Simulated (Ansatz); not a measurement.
A relaxed structure of HfN. Space group Fm-3m (No. 225), rock salt type. Computed with PBE (plane waves to 420 eV, PAW, scalar-relativistic; Ansatz, a program for electronic structure).

```cif
data_Hf4N4
_chemical_formula_sum 'N4 Hf4'
_space_group_name_H-M_alt 'Fm-3m'
_space_group_IT_number 225
_space_group_name_Hall '-F 4 2 3'
_cell_length_a 4.54803
_cell_length_b 4.54803
_cell_length_c 4.54803
_cell_angle_alpha 90.000
_cell_angle_beta 90.000
_cell_angle_gamma 90.000
loop_
_atom_site_label
_atom_site_type_symbol
_atom_site_symmetry_multiplicity
_atom_site_Wyckoff_symbol
_atom_site_fract_x
_atom_site_fract_y
_atom_site_fract_z
_atom_site_occupancy
N1 N 4 b 0.50000 0.50000 0.50000 1
Hf1 Hf 4 a 0.00000 0.00000 0.00000 1
```
(The calculation used a cell of 2 atoms; values per cell refer to that cell.)

- Volume per atom: 11.76 Å³
- Density: 13.59 g/cm³
- Band gap: no gap (metallic)
- Shortest distances: Hf–N 2.27 Å; N–N 3.22 Å; Hf–Hf 3.22 Å
- k-mesh: 18×18×18

Band energies at high-symmetry points (eV from the Fermi level; labels of this space group; no spin-orbit coupling), from −5 eV up to 1.3 eV:

| point | energies |
|---|---|
| Γ | -2.93 -2.93 -2.93 -0.36 -0.36 -0.36 |
| X | -3.74 -3.64 -3.64 |
| U | -4.90 -0.83 |
| K | -4.90 -0.83 |
| L | – |
| W | 1.10 1.10 |

No spin polarisation in the result. The relaxed primitive cell holds an odd number of electrons. A magnetic state may lie lower.

Measured for HfN: a 4.519 Å (0 K or low temperature; as listed in Guo-Xu Zhang et al., New Journal of Physics (2018)). Computed minus measured — a: PBE +0.6 %. The computed values are for a static lattice.

The run could not lose the symmetry of its start.
